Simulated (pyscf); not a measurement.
Thermochemistry of product channels of Li–O–SiH₃ + HCl on the singlet surface, in eV, from CCSD(T)/def2-TZVPP + ΔMP2(QZVPP) energies (ideal gas, 1 atm, RRHO with modes under 100 cm⁻¹ raised to 100, one conformer, R ln 2 for chiral ones without a mode under 150 cm⁻¹). Single points on ωB97X-D3(BJ)/def2-SVP structures (PySCF, gas phase). Correlated levels are frozen-core, on RHF or UHF. ΔMP2 is the change of the MP2 total energy from the triple- to the quadruple-zeta basis.

```tsv
products	ΔE	ΔH(298 K)	ΔG(298 K)	ΔG(600 K)
Li–Cl + HO–SiH₃	-0.59	-0.52	-0.55	-0.58
Li–OH + H₃Si–Cl	+0.45	+0.53	+0.53	+0.54
```

These are energies of the channels, which say nothing of barriers. The CCSD(T) − MP2 part came from Ansatz, without density fitting, on the same reference. The frozen core leaves the outer d or s,p core shells of the metals and heavy elements correlated in the MP2 and CC values, and def2-TZVPP describes them poorly, which can shift differences by a few kcal/mol.
